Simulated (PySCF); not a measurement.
propane (C3H8), SMILES CCC. Heavy atoms are numbered as in [CH3:1][CH2:2][CH3:3]. Hydrogens are named by the atom that carries them.

Geometry optimised at ωB97X-D3(BJ)/def2-SVP.

Computed with PBE/pcSseg-1 in PySCF.

GIAO shieldings, no solvent; atoms alike by connectivity are averaged. δ = σ(ref) − σ: ¹³C against TMS (σ = 182.0 ppm); ¹H against TMS (σ = 31.49 ppm), references at their B3LYP-D3(BJ)/def2-TZVP geometries, non-relativistic.

| nucleus | atoms | count | δ (ppm) |
|---|---|---|---|
| ¹³C | C2 (CH2) | 1 | 24.0 |
| ¹³C | C1 (CH3) | 2 | 21.2 |
| ¹H | H on C2 | 2 | 1.65 |
| ¹H | H on C1 | 6 | 1.28 |
